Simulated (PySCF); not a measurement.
CH3O, SMILES C=[OH+], charge +1.

Geometry: PBE-D3(BJ)/def2-TZVP. The isomer is the one that the SMILES or the coordinates give; other isomers of the formula were not compared.

Level of theory: PBE/def2-TZVPD (PySCF).

Symmetry labels are those of the subgroup Cs that the program uses (full group Cs).

Computed valence orbital energies around the gap with their symmetry:
| orbital | symmetry | energy (eV) |
|---|---|---|
| HOMO−7 | A' | -521.23 |
| HOMO−6 | A' | -280.51 |
| HOMO−5 | A' | -36.75 |
| HOMO−4 | A' | -25.68 |
| HOMO−3 | A' | -22.25 |
| HOMO−2 | A' | -20.34 |
| HOMO−1 | A" | -19.11 |
| HOMO | A' | -16.86 |
| LUMO | A" | -11.40 |
| LUMO+1 | A' | -6.91 |
| LUMO+2 | A' | -5.11 |
| LUMO+3 | A' | -4.24 |
